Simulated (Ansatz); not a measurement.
Elements on the sites of an ideal fluorite lattice, at a guessed lattice constant:

```xyz
18
Lattice="4.6731 2.3365 -2.3365 2.3365 4.6731 2.3365 4.6731 -2.3365 2.3365" Properties=species:S:1:pos:R:3 pbc="T T T"
F     5.8413    1.1682    1.1683
F     8.1779    3.5048    1.1683
F     5.8413    3.5048   -1.1683
F     3.5048    3.5048    1.1683
F     3.5048    1.1683   -1.1683
F     5.8413    3.5048    3.5048
F     8.1779    3.5048    3.5048
F     8.1779    1.1682    1.1683
F     5.8413    1.1683   -1.1683
F     3.5048    1.1682    1.1683
F     5.8414    3.5048    1.1683
F     5.8414    1.1683    3.5048
Ca    7.0096    2.3365    0.0000
Ca    2.3365    2.3365    0.0000
Pb    4.6731    0.0000    0.0000
Pb    0.0000    0.0000    0.0000
Pb    4.6731    4.6731    0.0000
Pb    4.6731    2.3366    2.3365
```

Cell and atoms were relaxed without symmetry on coarser meshes and computed once more. These are results of DFT PBE, scalar-relativistic, plane waves, PAW in Ansatz 0.2.0, not measurements.

Settings: cutoff 420 eV, Γ-centred mesh 3×3×3 on the computed 18-atom cell, Gaussian smearing of 0.02 eV; no spin polarisation.

The relaxation ran on 2×2×2 (shifted) k points with a smearing of 0.1 eV, from sites shaken by 0.02 Å.

Question: What does the relaxation give?

Answer: A volume of 16.63 Å³/atom and a gap on the mesh of 4.46 eV. It lies 2.87 eV/atom below the elements' standard states (static lattices, no corrections for gases). The atoms leave their sites by 0.10 Å (root mean square) and 0.14 Å at most, and the cell stretches by up to 0.3 % at fixed volume.

```xyz
18
Lattice="5.8502 2.9257 -2.9254 2.9249 5.8346 2.9083 5.8502 -2.9260 2.9252" Properties=species:S:1:pos:R:3 pbc="T T T"
F     7.4157    1.4578    1.4528
F    10.1877    4.2906    1.3599
F     7.4158    4.3838   -1.4727
F     4.3376    4.2905    1.3602
F     4.3372    1.5514   -1.3798
F     4.3374   -1.3744    1.5457
F     7.3708   -1.3748    1.5453
F    10.1426    1.4581    1.4528
F     7.3708    1.5514   -1.3799
F     4.2925    1.4580    1.4527
F     7.3710    4.2905    1.3600
F     7.3710    1.3646    4.2852
Ca    8.7793    2.9208   -0.0099
Ca    8.7792   -0.0049    2.9155
Pb    5.8541    0.0313    0.0266
Pb   11.7045    0.0313    0.0267
Pb   11.7042    2.8847    2.8789
Pb    5.8540    2.8846    2.8789
```

Spin-orbit coupling is left out, which matters for the bands of heavy elements. The gap is read on a mesh, which can miss the band edges, so it can be too wide.

Cost: 2 runs of about 4.4 core-minutes in all (earlier runs that led there not counted), on Intel Xeon Platinum 8488C (Sapphire Rapids) (shared hosts).